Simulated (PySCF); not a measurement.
Species: C₄H₃FS.
SMILES: `Fc1cccs1`

Jobs on this species (9 atoms, 52 electrons) with PySCF (density fitting). Hardware of each: one thread, x86-64 server, shared host. Times come from a shared host and carry two figures at best.

**Question.** Rank these jobs by wall time, shortest first.
A. PBE0-D3(BJ)/def2-SVP, grid level 1; geometry optimisation from an MMFF94s start; 103 basis functions
B. PBE0/6-31G; shieldings, ring-centre shieldings, charges and field gradients; 64 basis functions
C. B3LYP/pcSseg-2; shieldings, ring-centre shieldings; 265 basis functions

**Answer.** B (5.6 s), C (27 s), A (45 s).

All jobs:

| level and settings | work | basis functions | SCF cycles | wall time |
| --- | --- | --- | --- | --- |
| PBE0/6-31G | shieldings, ring-centre shieldings, charges and field gradients | 64 | 13 | 5.6 s |
| PBE0/def2-SVP | shieldings, ring-centre shieldings, charges and field gradients | 103 | 13 | 8.8 s |
| PBE0/6-311+G(2d,p) | shieldings, ring-centre shieldings, charges and field gradients | 188 | 14 | 23 s |
| B3LYP/pcSseg-2 | shieldings, ring-centre shieldings | 265 | 14 | 27 s |
| WP04/pcSseg-2 | shieldings, ring-centre shieldings | 265 | 15 | 27 s |
| B97-2/pcSseg-2 | shieldings, ring-centre shieldings | 265 | 14 | 28 s |
| wB97X-D/pcSseg-2 | shieldings, ring-centre shieldings | 265 | 14 | 38 s |
| CAM-B3LYP/pcSseg-2 | shieldings, ring-centre shieldings | 265 | 13 | 39 s |
| PBE0-D3(BJ)/def2-SVP, grid level 1 | geometry optimisation from an MMFF94s start | 103 | 60 | 45 s |

**Question.** What do all jobs in the table cost together?

**Answer.** About 4.0 min; the longest takes about 19 % of that, and about 8 times as long as the shortest.
